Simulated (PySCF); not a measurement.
# H3N3O, a complex of two parts: interaction energy

An exercise on one series of results from a longer session: the logs are not shown, and one member is left open.

Computed with PySCF 2.14.0; each step states its level. No surroundings beyond the atoms listed, unless a continuum is named. Atoms count from 0, parts from 1.

## Starting point

7 atoms, charge 0, multiplicity 1; geometry: GFN2-xTB. Parts: 1 = atoms 0–4, `NO`, charge 0; 2 = atoms 5–6, `N#N`, charge 0.

The first run:

The job: settings as JSON, then the geometry in Å.

```
{"job": {"xc": "PBE0", "basis": "def2-SVPD", "d3": "d3bj", "grid": 2, "kind": "geom", "shake": 0.01}, "charge": 0, "multiplicity": 1, "parts": [{"atoms": "0-4", "charge": 0, "multiplicity": 1}, {"atoms": "5-6", "charge": 0, "multiplicity": 1}]}
O      0.789557    -0.070573     0.417022
N     -0.432578    -0.018028    -0.374627
H      1.470727    -0.036638    -0.238505
H     -0.914506    -0.850356    -0.121934
H     -0.963263     0.781752    -0.044246
N     -0.302928     1.210511     2.839719
N     -1.167130     1.327572     2.192863
```

Run with:

```sh
$ OMP_NUM_THREADS=1 python cluster_run.py task.json out
```

The driver reads the jobs from task.json and runs them one after another.

Steps of the session up to this table: Optimising the geometry at PBE0-D3(BJ)/def2-SVPD; Coupled-cluster interaction energy: CCSD(T) and MP2.

One of the session's tables, all rows but one given; the rest of the session is left out.

It belongs to the step «Coupled-cluster interaction energy: CCSD(T) and MP2». 

```
                 method  interaction energy (kcal/mol)
         HF/aug-cc-pVDZ                           0.34
        MP2/aug-cc-pVDZ                          -1.01
       CCSD/aug-cc-pVDZ                          -0.69
    CCSD(T)/aug-cc-pVDZ                          -0.86
         HF/aug-cc-pVTZ                           0.34
        MP2/aug-cc-pVTZ                          -1.17
    SCS-MP2/aug-cc-pVTZ                              ?
      MP2, extrapolated                          -1.23
CCSD(T), limit estimate                          -1.09
```

Q: Estimate the row for SCS-MP2/aug-cc-pVTZ from the others.

The run gave: interaction energy (kcal/mol): -0.84. In the column «interaction energy (kcal/mol)» it lies between CCSD(T)/aug-cc-pVDZ (-0.86) and CCSD/aug-cc-pVDZ (-0.69).
